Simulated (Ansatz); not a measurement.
# HCl with SiH₃F: structure and interaction energy

Aim: relax the pair, then compute its interaction energy with counterpoise at many levels, up to CCSD(T).

Method: PBE0-D4 structure, single points in def2-TZVPPD; program: Ansatz 0.2.0, Gaussian basis.

Levels: PBE-D4, revPBE-D4, BLYP-D4, r2SCAN-D4, B97M-V, PBE0-D4, B3LYP-D4, HSE06-D4, wB97X-V, wB97M-V, B2PLYP, Hartree-Fock, MP2, CCSD, CCSD(T). The reference is CCSD(T) extrapolated to the basis limit.

Cores are frozen in the correlated methods. B3LYP uses VWN-RPA correlation. B2PLYP carries no dispersion term here.

176 further runs of the same task are left out: 176 set aside as unsound or not needed.

### 1 Starting geometry

The pair, from a GFN2-xTB docking trial: 7 atoms, charge 0, spin multiplicity 1.

Atoms are counted from 1 here; the program's logs count them from 0.

Bond lengths: Cl1–H2 1.274 Å, Si3–F4 1.619 Å, Si3–H5 1.453 Å, Si3–H6 1.453 Å, Si3–H7 1.454 Å. Angles: F4–Si3–H5 105.3°, F4–Si3–H6 103.6°, F4–Si3–H7 103.9°, H5–Si3–H6 113.9°, H5–Si3–H7 114.1°, H6–Si3–H7 114.5°.

As a file:

```mol
ClFH4Si
  3D, bonds by distance, orders not assigned

  7  5  0  0  0  0  0  0  0  0999 V2000
   -0.3499    0.4217   -3.1601 Cl  0  0
    0.3798    0.3394   -2.1189 H   0  0
   -0.0728   -0.1694    1.1404 Si  0  0
    0.9420    0.1066   -0.0908 F   0  0
    0.7486   -0.0966    2.3371 H   0  0
   -0.5918   -1.4979    0.8630 H   0  0
   -1.0558    0.8962    1.0293 H   0  0
  1  2  8  0
  3  4  8  0
  3  5  8  0
  3  6  8  0
  3  7  8  0
M  END
```

Atoms 1 to 2 are fragment A (HCl), the rest fragment B (SiH₃F).

### 2 A first relaxation in a small basis

File pre/in.yaml:

```yaml
crystal:
  periodic: [false, false, false]
  atoms:
    - {symbol: Cl, position_ang: [-0.349900, 0.421700, -3.160100]}
    - {symbol: H, position_ang: [0.379800, 0.339400, -2.118900]}
    - {symbol: Si, position_ang: [-0.072800, -0.169400, 1.140400]}
    - {symbol: F, position_ang: [0.942000, 0.106600, -0.090800]}
    - {symbol: H, position_ang: [0.748600, -0.096600, 2.337100]}
    - {symbol: H, position_ang: [-0.591800, -1.497900, 0.863000]}
    - {symbol: H, position_ang: [-1.055800, 0.896200, 1.029300]}
basis:
  gaussian: {orbitals: def2-SVP}
hamiltonian: {xc: pbe, dispersion: d4}
relax: {f_tol: 0.03, max_steps: 250}
```

On the command line:

```console
$ ansatz run in.yaml --threads 2 --pin off --events-out ev --progress --plain --max-ram 5222MiB
```

After this run come: Relaxation at PBE0-D4; PBE-D4/def2-TZVPPD; r2SCAN-D4/def2-TZVPPD; PBE0-D4/def2-TZVPPD; B3LYP-D4/def2-TZVPPD; wB97X-V/def2-TZVPPD; wB97M-V/def2-TZVPPD; B2PLYP/def2-TZVPPD; BLYP-D4/def2-TZVPPD; revPBE-D4/def2-TZVPPD; B97M-V/def2-TZVPPD; HSE06-D4/def2-TZVPPD; CCSD(T)/def2-TZVPPD; MP2/def2-QZVPPD; Hartree-Fock/STO-3G; PBE-D4/STO-3G; B3LYP-D4/6-31G; SPW92/def2-SVP; PBE-D4/def2-SVP; PBE0-D4/def2-SVP; wB97M-V/def2-SVP; CCSD(T)/def2-SVP; Vibrations of the pair.

Q: Predict the outcome of this session. Wanted: interaction energy, CCSD(T)/CBS; of it Hartree-Fock; D4 term of PBE0-D4; shortest contact; lowest wavenumber.

The runs gave:

```
                        quantity         value
 interaction energy, CCSD(T)/CBS      -124 meV
of it Hartree-Fock (basis limit)       -67 meV
              D4 term of PBE0-D4       -28 meV
                shortest contact  H2–F4 2.02 Å
               lowest wavenumber       6i cm⁻¹
```

What this shows: The pair is bound by 124 meV at fixed fragment shapes. Hartree-Fock gives 54 % of it, so electrostatics and correlation both count. The functionals run from B97M-V, off by +2 meV, to B2PLYP, off by +22 meV, against CCSD(T)/CBS. BLYP-D4, wB97X-V are as near within the digits shown. Mean unsigned error by rung: GGA 9, meta-GGA 3, hybrid 8, screened hybrid 8, range-separated hybrid 4, double hybrid 22 meV. PBE-D4 gives an interaction energy 8 meV too low, an error of 6 % of the reference. CCSD(T) moves by -15 meV from triple zeta to the limit; gaps between functionals far smaller than that don't rank them. A lower arrangement may exist.
